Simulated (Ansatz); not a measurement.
We consider litharge PbO, described by PBE-D4 (PAW; Ansatz, a quantum-chemistry and plane-wave program).

Rigid layers of the crystal as relaxed at this level are moved apart or together:

| run | k mesh | layer repeat (Å) | energy against free layers (meV/Å²) | gap on the mesh (eV) |
|---|---|---|---|---|
| 1 | 8×8×8 | 4.72 | -23.86 | 1.063 |
| 2 | 8×8×8 | 4.87 | -24.73 | 1.174 |
| 3 | 8×8×8 | 5.02 | -24.78 | 1.297 |
| 4 | 8×8×8 | 5.22 | -23.94 | 1.474 |
| 5 | 8×8×6 | 5.52 | -21.54 | 1.744 |
| 6 | 8×8×6 | 6.02 | -16.55 | 1.808 |
| 7 | 8×8×6 | 7.02 | -8.35 | 1.863 |
| 8 | 8×8×4 | 9.02 | -1.89 | 2.198 |

The lowest energy of these points lies at a layer repeat of 5.02 Å.

Spin–orbit coupling is not included.
